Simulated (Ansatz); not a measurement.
# HN2Si: the cost of one run

The runs use Ansatz 0.2.0, Gaussian basis; cc-pVTZ, core rule «outside noble gas», up to 7 orbitals frozen.

Plan: UHF; CCSD(T) on ROHF; CCSD(T) on UHF; BCCD(T) on ROHF; CCSDT(Q) on ROHF; CCSDT(Q) on UHF.

5 further runs of the same task are left out: 5 set aside as unsound or not needed.

### 1 The system

The geometry is a PBE0/def2-TZVP stationary point (not a proven minimum).

4 atoms, charge 0, spin multiplicity 2.

Atoms are counted from 1 here; the program's logs count them from 0.

Bond lengths: N1–Si2 1.573 Å, N1–H4 1.008 Å, Si2–N3 1.633 Å. Angles: Si2–N1–H4 130.0°, N1–Si2–N3 168.7°.

### 2 UHF

in.yaml

```yaml
crystal:
  periodic: [false, false, false]
  atoms:
    - {symbol: N, position_ang: [-0.000015, -0.250733, 1.000239]}
    - {symbol: Si, position_ang: [-0.000065, -0.038456, -0.558024]}
    - {symbol: N, position_ang: [0.000006, -0.137998, -2.188354]}
    - {symbol: H, position_ang: [0.000075, 0.427188, 1.746138]}
basis:
  gaussian: {orbitals: cc-pVTZ}
magnetization: {spin_polarized: true, initial_magnetization: 1}
hamiltonian: {xc: hf}
output: {orbitals: {seedname: orbitals}}
```

Command:

```console
ansatz run in.yaml --threads 1 --pin off --events-out ev --progress --plain --max-ram 2560MiB --backend cpu
```

Q: Estimate wall time and peak memory on 1 thread of AMD EPYC 7R13, shared host.

About 10 s, with a peak of 0.26 GiB.
